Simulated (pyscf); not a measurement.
Optimised with ωB97X-D3(BJ)/def2-SVP in PySCF. Correlated levels are frozen-core, on RHF or UHF. ΔMP2 is the change of the MP2 total energy from the triple- to the quadruple-zeta basis.

**Question.** For H₃C–CH=CH–Cl → propyne (HC≡C–CH₃) + hydrogen chloride (HCl), an elimination (singlet surface; C–H, C–Cl broken, Cl–H formed), PBE/def2-TZVP gives ΔE‡ = 2.97 eV and ΔE = +1.42 eV (zero: the reactant's lowest minimum found). In which direction and how far do M06-2X/def2-TZVP, ωB97M-D3(BJ)/def2-TZVP, CCSD(T)/def2-TZVPP + ΔMP2(QZVPP) move these?

**Answer.** M06-2X: ΔE‡ = 3.27 eV, ΔE = +1.31 eV; ωB97M-D3(BJ): ΔE‡ = 3.22 eV, ΔE = +1.30 eV; CCSD(T): ΔE‡ = 3.29 eV, ΔE = +1.23 eV. PBE's barrier lies under all of them, by 0.25 to 0.32 eV. Its reaction energy lies over all of them, by 0.11 to 0.19 eV. Low barriers are usual for a GGA, whose delocalisation error favours stretched bonds. On the product side the descent ends in a complex, 0.20 eV under the separated species and 2.11 eV under the saddle at ωB97X-D3(BJ)/def2-TZVP. This is the saddle that the search found; another between the same sides may lie lower. The CCSD(T) − MP2 part came from Ansatz, without density fitting, on the same reference.
